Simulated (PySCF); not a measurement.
The isolated species `c1c[p-]cp1` is ionised with Al Kα (hν = 1486.6 eV). Calculated photoelectron kinetic energies of its computed core levels, recoil neglected:

```json
{"line": "1", "kinetic energy (eV)": "1356.65"}
{"line": "2", "kinetic energy (eV)": "1355.76"}
{"line": "3", "kinetic energy (eV)": "1202.40"}
{"line": "4", "kinetic energy (eV)": "1202.10"}
```

Computed, not measured: delta-SCF UKS SCAN, pcX-2 on the ionised atom, pcseg-1 elsewhere, spin-free X2C in PySCF.

Which element, shell and site does each line come from? Numbering: `[cH:1]1[cH:2][p-:3][cH:4][p:5]1`.

Against the vacuum level, binding energy = hν − kinetic energy.

| line | binding energy (eV) | level | atoms | environment |
| --- | --- | --- | --- | --- |
| 1 | 129.95 | P 2p3/2 | P3/P5 | phosphorus bonded to 2 C |
| 2 | 130.84 | P 2p1/2 | P3/P5 | phosphorus bonded to 2 C |
| 3 | 284.20 | C 1s | C4 | aromatic CH carbon |
| 4 | 284.50 | C 1s | C1/C2 | aromatic CH carbon |

Out of reach at this photon energy: P 1s (2143.5 eV).

Where does line 1 move with hν = 1253.6 eV?

To 1253.6 − 129.95 = 1123.65 eV; every photoline shifts by the change in photon energy, -233.0 eV.

Lowest listed C 1s: C4, bonded to H and 2 P (aromatic in the SMILES). Highest, 0.30 eV above it: C1/C2, bonded to C (aromatic in the SMILES), H and P (aromatic in the SMILES). Summing the Pauling electronegativity differences to the bonded atoms, each weighted by its formal bond order, gives -1.43 for the lowest site and -0.89 for the highest.

Give the binding energy of C 1s of C4 in hartree and in kJ/mol.

284.20 eV = 10.4442 Eh = 27421 kJ/mol.

Other core shells, valence and Auger electrons aren't listed. Atoms equivalent by their bonding share one computed value, that of the first of them. 2p3/2 and 2p1/2 are the ΔSCF energy of one spin-free 2p hole plus the eigenvalues of a spin–orbit and ligand-field matrix of the shell. 2p1/2 minus 2p3/2 (ligand field included): P 0.89 eV. The species carries charge -1, so core ionisation leaves a neutral species. The basis sets have no added diffuse functions. Isolated species at its GFN2-xTB geometry, gas phase.
